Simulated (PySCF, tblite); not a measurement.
**Complex of chloride and 2 × methanol**

A gas-phase complex of chloride and 2 × methanol; charge -1, singlet. The structure comes from a short search (6 tight-binding starts) and was relaxed by PBE0-D3(BJ)/def2-SVPD; another way of binding may lie lower. No frequency run checks that it is a minimum.

```
part      name  SMILES  atoms  charge  multiplicity
   1  chloride   [Cl-]      1      -1             1
   2  methanol      CO    2–7       0             1
   3  methanol      CO   8–13       0             1
```

```
atom  part   x (Å)   y (Å)   z (Å)
 Cl1     1   0.707  -0.112  -0.842
  C2     2  -2.038  -2.399  -1.044
  O3     2  -1.001  -2.399  -1.971
  H4     2  -2.669  -1.491  -1.112
  H5     2  -1.671  -2.463  -0.002
  H6     2  -2.680  -3.274  -1.236
  H7     2  -0.389  -1.665  -1.723
  C8     3   1.487  -3.361   0.524
  O9     3   2.456  -2.367   0.387
 H10     3   0.935  -3.546  -0.414
 H11     3   0.739  -3.117   1.305
 H12     3   1.990  -4.296   0.821
 H13     3   2.012  -1.574   0.008
```

Contacts between parts, classed by geometry: H7···Cl1 2.095 Å (hydrogen bond, 169°); H13···Cl1 2.137 Å (hydrogen bond, 168°).

Interaction energies are complex less parts, with the parts frozen as they stand in it; counterpoise-corrected, in kcal/mol (PySCF).

(1) How strongly do the parts interact, level by level?

(2) What holds them together? Decompose the wB97M-D3(BJ)/def2-SVPD energy: frozen parts, their antisymmetrised product, then relaxation.

(3) Are the pair energies additive?

The parts were also relaxed and run alone, at the levels used for the complex: shieldings by PBE0/aug-pcSseg-2; core levels by delta-SCF with SCAN, aug-pcX-2 on the ionised atom and aug-pcseg-1 elsewhere, spin-free X2C (2p3/2 is the spin-free 2p value less a third of a first-order spin-orbit splitting).

(4) What does binding change?

Results:

(1) 
```
                 level  interaction  superposition error removed
wB97M-D3(BJ)/def2-SVPD       -31.52                        -1.43
 PBE0-D3(BJ)/def2-SVPD       -33.28                        -1.53
```

(2) electrostatic -41.4, Pauli repulsion +30.9, orbital relaxation -19.5, dispersion correction -2.9 kcal/mol, which sum to the value before the counterpoise correction; the Pauli term holds the exchange-correlation of the frozen density too. Of the attraction, 65 % is electrostatic, 31 % is orbital relaxation, 5 % is dispersion correction.

(3) The pairs sum to -33.18 kcal/mol (1–2 -16.5, 1–3 -16.4, 2–3 -0.2); the rest of +1.66 is a many-body weakening.

(4) 
```tsv
property	alone	in the complex	change
O3–H7 bond (Å)	0.960	0.988	+0.028
shielding of H7 (ppm)	31.75	24.54	-7.21
shielding of Cl1 (ppm)	1149.3	1070.1	-79.2
shielding of H13 (ppm)	31.75	25.35	-6.40
shielding of O3 (ppm)	327.8	313.6	-14.1
Cl1 2p3/2 core level (eV)	196.90	198.51	+1.61
O3 1s core level (eV)	539.02	533.81	-5.21
O9 1s core level (eV)	539.02	533.75	-5.27
```
